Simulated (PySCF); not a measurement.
Molecule: SMILES [SiH3]P, H$_{5}$PSi.

Bonds (- single, = double, # triple, : aromatic): Si1-P2. Si1 carries H3, H4, H5; P2 carries H6, H7.

Frames of a GFN2-xTB Langevin trajectory at 300 K; GIAO PBE0/pcSseg-1 shieldings in PySCF, gas phase, non-relativistic; equivalent atoms averaged within each frame.

Referencing at the same level of theory: TMS for 29Si (σref 349.16), 1H (σref 31.72); H3PO4 for 31P (σref 318.38). The references are static minima.

How do the shifts (ppm) fluctuate along the trajectory?

Results:


```
         time (fs)    Si1      P2  H3/H4/H5  H6/H7
optimised geometry  -86.0  -313.0      4.04   1.02
               250  -83.4  -320.8      4.32   1.26
               425  -93.1  -309.2      3.63   1.11
               625  -80.6  -283.6      4.64   1.75
               800  -98.9  -327.0      3.56   0.92
              1000  -78.1  -305.3      4.73   1.73
    mean of frames  -86.8  -309.2      4.18   1.35
standard deviation    8.8    16.7      0.55   0.37
```

5 frames give an uncertainty of the mean of about the standard deviation over 2.2 at best, since frames this close in time may not be independent; classical motion lacks zero-point vibration, and the reference would need the same averaging.
